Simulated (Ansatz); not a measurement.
UKS-PBE against FCI for diatomic hydrides: harmonic wavenumber.

Values in cm⁻¹, from Ansatz (a quantum-chemistry and plane-wave program). Where two bases are given, the first is that of UKS-PBE. Full CI is exact in its basis, with frozen cores. Scans on which UKS-PBE failed, held another spin at the minimum or broke off are missing, so the means are lower bounds.

```
system                    basis  UKS-PBE   FCI  UKS-PBE − FCI
------------------  -----------  -------  ----  -------------
HGa singlet         aug-cc-pVTZ     1520  1580            -60
HN triplet            def2-TZVP     3160  3230            -70
HGa singlet             cc-pVDZ     1520  1610            -90
HMg doublet             cc-pVQZ     1420  1490            -70
HSe doublet             cc-pVDZ     2350  2420            -70
HLi singlet         aug-cc-pVDZ     1350  1340             10
HCl singlet            def2-SVP     2910  3060           -150
HGa singlet         aug-cc-pVQZ     1520  1600            -80
HLi singlet           def2-TZVP     1380  1410            -30
HCl cation doublet  aug-cc-pVDZ     2550  2660           -110
HBe doublet             cc-pVQZ     2000  2050            -50
```

The mean error against full CI is -70 cm⁻¹ (median -70) and the mean absolute one 72 cm⁻¹ (median 70); UKS-PBE lies above in 1 and below in 10 of 11 cases. It is closest for HLi singlet (10), HLi singlet (-30), HBe doublet (-50) and furthest off for HCl singlet (-150), HCl cation doublet (-110), HGa singlet (-90).
